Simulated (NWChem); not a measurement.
# Correlation energy of C (-1)

SMILES: [C-]
```xyz
1

C      0.0000     0.0000     0.0000
```
Charge -1, spin multiplicity 4.

The numbers come from NWChem runs, not from measurements.

Basis set: def2-TZVPD. Each correlation energy counts from its own Hartree-Fock reference.

The correlated methods keep 1 core orbital frozen. No SCF solution was tested for a lower state. Open-shell Hartree-Fock references start from PBE0 orbitals. Coupled-cluster values serve here as a point of comparison, not as the truth.

**Question.** Order these methods by the correlation energy they give, lowest first: UMP2, SCS-UMP2, CCSD on UHF, CCSD[T] on UHF, CCSD on ROHF, CCSD[T] on ROHF.

**Answer.** CCSD[T] on ROHF (-115.2 mHa), CCSD[T] on UHF (-112.9 mHa), CCSD on ROHF (-110.8 mHa), CCSD on UHF (-109.0 mHa), UMP2 (-92.8 mHa), SCS-UMP2 (-85.9 mHa)
